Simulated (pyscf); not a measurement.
PySCF, gas phase, ωB97X-D3(BJ)/def2-SVP geometries.

SMILES: C[NH][Ge]([NH2])([NH2])[NH2]
```xyz
16

C     -2.2168    -0.1939     1.2863
N     -0.8061     0.0478     1.5248
Ge     0.4437    -0.1836     0.2197
N      0.0746    -1.8451    -0.4497
N      2.0122     0.2113     1.0698
N      0.4893     0.8609    -1.2814
H     -2.3242    -1.0366     0.5856
H     -2.7410    -0.4737     2.2177
H     -2.7577     0.6692     0.8473
H     -0.6248     0.8234     2.1542
H      0.6389    -2.1360    -1.2429
H      0.0276    -2.5959     0.2333
H      2.1948    -0.3057     1.9253
H      2.8402     0.1996     0.4809
H     -0.2996     0.7441    -1.9116
H      0.6455     1.8517    -1.1173
```

Q: How much does it cost (ΔH, 298 K, ωB97M-D3(BJ)/def2-TZVP) to split H₃C–NH–Ge(NH₂)(NH₂)–NH₂ at its H–N bond into H₃C–NH–Ge(NH•)(NH₂)–NH₂ + H•?

A: H–N to H₃C–NH–Ge(NH•)(NH₂)–NH₂ + H•: 4.76 eV. The 7 functionals that were run give +4.54 (r²SCAN) to +4.79 eV (M06-2X). H₃C–NH–Ge(NH•)(NH₂)–NH₂ lies 0.33 eV over its isomer H₃C–N•–Ge(NH₂)(NH₂)–NH₂, and others may lie lower still (electronic energy, ωB97M-D3(BJ)). Elements up to Kr have no core potential and no relativistic terms here.
